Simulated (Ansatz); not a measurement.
UKS-PBE against FCI for diatomic hydrides: harmonic wavenumber.

Values in cm⁻¹, from Ansatz (a program for electronic structure). Where two bases are given, the first is that of UKS-PBE. Full CI is exact in its basis, with frozen cores. Scans on which UKS-PBE failed, held another spin at the minimum or broke off are missing, so the means are lower bounds.

```tsv
system	basis	UKS-PBE	FCI	UKS-PBE − FCI
HLi singlet	aug-cc-pVQZ	1380	1390	-10
HSi cation singlet	cc-pVDZ	2040	2140	-100
HSi cation singlet	aug-cc-pVTZ	2040	2150	-110
HO cation triplet	cc-pVDZ	2910	3130	-220
HSi cation singlet	def2-TZVP	2050	2160	-110
CH cation singlet	aug-cc-pVTZ	2680	2840	-160
HAs triplet	def2-TZVP	2090	2150	-60
HSi doublet	cc-pVDZ	1940	2020	-80
HF cation doublet	def2-SVP	2880	3120	-240
HAl singlet	cc-pVDZ	1560	1660	-100
```

The mean error against full CI is -119 cm⁻¹ (median -105) and the mean absolute one 119 cm⁻¹ (median 105); UKS-PBE lies above in 0 and below in 10 of 10 cases. It is closest for HLi singlet (-10), HAs triplet (-60), HSi doublet (-80) and furthest off for HF cation doublet (-240), HO cation triplet (-220), CH cation singlet (-160).
